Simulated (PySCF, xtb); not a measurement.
## HOPSi: which of two structures lies lower

We compare a, `O=[Si]=P`, a singlet, with b, a singlet given by its coordinates. Both are isolated molecules in the gas phase, relaxed with B3LYP-D3(BJ)/6-311G**.

a (Å):

```tsv
atom	x (Å)	y (Å)	z (Å)
O	-3.7059	0.5307	-1.3655
P	-0.5910	1.8191	-0.1256
Si	-2.4072	1.0784	-0.7979
H	-1.2915	1.8318	1.1292
```

b (Å):

```xyz
4

O    -3.0058    1.0521    0.3436
P     0.1140    2.1088   -1.0854
Si   -1.5845    1.5418   -0.2938
H    -3.5683    0.4213   -0.1170
```

Close contacts (Å): O1–Si3 1.63, P2–Si3 1.96, O1–H4 0.96.

**Question.** Estimate E(b) − E(a) at the level CCSD(T)/def2-TZVP.

**Answer.** Calculated at CCSD(T)/def2-TZVP: E(b) − E(a) = +0.177 eV, so structure a lies lower.

How the difference moves with the method:

| level | geometry | E(b) − E(a) (eV) | departure from the last row (eV) | job, with rough time for the two |
| --- | --- | --- | --- | --- |
| GFN2-xTB | GFN2-xTB | +1.134 | +0.957 | optimisation, 0.084 s |
| HF/STO-3G | GFN2-xTB | +0.972 | +0.794 | single point, 1.1 s |
| r2SCAN-D4/def2-SVP | GFN2-xTB | +0.167 | −0.011 | single point, 6.1 s |
| B3LYP-D3(BJ)/6-311G** | B3LYP-D3(BJ)/6-311G** | +0.150 | −0.027 | optimisation, 37 s |
| HF/def2-TZVP | B3LYP-D3(BJ)/6-311G** | +0.134 | −0.044 | part of the CCSD(T) run |
| MP2/def2-TZVP | B3LYP-D3(BJ)/6-311G** | +0.227 | +0.050 | part of the CCSD(T) run |
| CCSD(T)/def2-TZVP | B3LYP-D3(BJ)/6-311G** | +0.177 |  | single point, 41 s |

The levels shown agree on the order. The largest departure from CCSD(T)/def2-TZVP is that of GFN2-xTB, 0.957 eV.

With thermal terms from frequencies at re-optimised GFN2-xTB minima (ideal gas, soft modes damped towards free rotors, one conformer each, 298.15 K, 1 atm): on the last row, ΔE + ΔZPE = +0.243, ΔH = +0.246, ΔG = +0.261 eV.

The T1 diagnostic of structure a is large, so the coupled-cluster value is less sure. The correlated steps freeze 11 core orbitals. Programs: PySCF 2.14.0, xtb 6.7.1 (Pople sets with spherical d functions); the last row on 2 threads of Arm Neoverse V2 on a shared host.
